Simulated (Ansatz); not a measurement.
fcc Pt, treated with r²SCAN-D4 (Ansatz, an electronic-structure program, PAW).

The run printed, among other lines:

```
Crystal: 1 atoms, lattice volume = 14.568 Å³
Basis set: ecut = 560 eV, 411 PW (Γ), exchange–correlation on 72×72×72 points (27 copies of the dense FFT grid, shifted against one another)
Bands: 13, of which v1, the nominal top of the filled ones, is band 9 counted from 1 (8 counted from 0)
Symmetry: 48 space group operations
Space group: Fm-3m (ITA 225), of the structure as read, at distance tolerance 2.4e-5 Å
k-points: 413 of 13824
Functional: x = r2scan, c = r2scan; τ floored in thin density (d = 2e-4 eV/Å³)
SCF iter   1: F=—  HF=-12537.019604 eV  |F-HF|=—  |Δ(HF+E_count)|=         —  Δρ=1.36e-2  dr2=1.95e-2  dr2_τ=1.28e-2
SCF iter   2: F=—  HF=-12537.025194 eV  |F-HF|=—  |Δ(HF+E_count)|=   5.59e-3  Δρ=6.79e-3  dr2=4.23e-3  dr2_τ=6.03e-4
  ...
SCF iter   6: F=—  HF=-12537.025508 eV  |F-HF|=—  |Δ(HF+E_count)|=   6.48e-6  Δρ=1.48e-5  dr2=1.37e-8  dr2_τ=1.52e-9
SCF iter   7: F=-12537.025508 eV  HF=-12537.025508 eV  |F-HF|=1.46e-11  |Δ(HF+E_count)|=   1.90e-8  Δρ=1.07e-6  dr2=4.67e-11  dr2_τ=9.43e-11
SCF 1 converged in 7 iterations: F = -12537.025508 eV  dr2 = 4.67e-11
SCF converged after 7 iterations
Free energy (F): -12537.025508 eV
Internal energy: -12537.010757 eV  (E = F + TS)
E sigma→0 (E₀):  -12537.018133 eV
Fermi energy:    24.215396 eV
--- Stress (GPa, compression-positive) ---
       12.731090       0.000000      -0.000000
        0.000000      12.731090      -0.000000
       -0.000000       0.000000      12.731090
  P = ⅓ Tr σ = 12.7311 GPa (127.311 kbar)
```

Q: Write an input file that could have produced this run (the log leaves some choices open).

A: Several could match; the one computed here: 
Ansatz 0.2 input:
```yaml
crystal:
  lattice:
    - [0.0, 1.9384526896, 1.9384526896]
    - [1.9384526896, 0.0, 1.9384526896]
    - [1.9384526896, 1.9384526896, 0.0]
  atoms:
    - { symbol: Pt, position: [0.0, 0.0, 0.0] }
basis:
  ecutwfc: 560
  ecutrho_ratio: 4
  xc_grid: 3
kpoints:
  mp_grid: { grid: [24, 24, 24] }
hamiltonian:
  xc: r2scan
  dispersion: d4
  pseudopotentials: { kind: paw }
scf:
  occupations: { method: fermi_dirac, width: 0.05 }
  convergence: { dr2_threshold: 0.0000000001 }
output:
  forces: false
  stress: true
  eigenvalues: true
```

The cell is one volume of an energy–volume scan, off the minimum.

The PAW data were made under PBE.
